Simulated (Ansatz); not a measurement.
Relaxed structures of CH5AlB, doublet (PBE0-D4/def2-TZVP; forces vanish, vibrations not checked; lower isomers may exist, and structures with a doubtful reference or unclear bonds are left out; Å). Computed with Ansatz 0.2.0 (basis: def2-TZVPP); correlated methods freeze the cores; orbitals are unrestricted.

Rank them by CCSD(T) energy, lowest first, and give each one's height above the lowest. Links in brackets join atoms within 1.22 times the sum of their covalent radii (1.1 for two metals). (To be estimated.)
A.
CH₅AlB ([BH2][AlH][CH2])
```
8
angstrom
B -1.0194 1.0363 -1.0913
Al 0.4365 0.4354 0.3297
C 0.6596 -1.4200 0.8221
H -0.7935 1.1110 -2.2684
H -2.1399 1.3457 -0.7895
H 1.3898 1.5039 1.0327
H 1.3921 -1.7682 1.5496
H 0.0748 -2.2440 0.4152
```
B.
CH₅AlB ([BH2][CH][AlH2])
```
8
angstrom
B -0.8057 0.8806 -0.8306
Al 0.5868 -1.3441 0.6378
C 0.2871 0.5040 0.1133
H -0.8685 0.4411 -1.9471
H -1.7064 1.5902 -0.4607
H 0.8407 1.2587 0.6751
H 1.4318 -1.6437 1.9453
H -0.0275 -2.5087 -0.2425
```
C.
CH₅AlB ([BH][AlH][CH3])
```
8
angstrom
B -1.1325 1.0583 -0.7985
Al 0.4708 0.5404 0.3557
C 0.6941 -1.2805 1.0383
H 0.7397 -1.2742 2.1321
H -2.0624 1.3699 -1.4714
H 1.5174 1.6993 0.6657
H 1.6391 -1.7061 0.6860
H -0.1108 -1.9550 0.7392
```

The calculation gives: B (0.00 kcal/mol), C (8.03 kcal/mol), A (16.40 kcal/mol). Heights count from the lowest.

No T1 diagnostic of these runs exceeds 0.018. ⟨S²⟩ of the unrestricted Hartree–Fock references: 0.76 (a pure state has 0.75).

For scale, one of the runs: CCSD(T)/def2-TZVPP, 174 basis functions, launched by `ansatz run in.yaml --threads 2 --pin off --events-out ev --progress --plain --max-ram 4352MiB`. Time: 72 s of wall clock on 2 CPU threads of an Arm Neoverse V2; the host was shared. Peak host memory: 3.5 GiB.
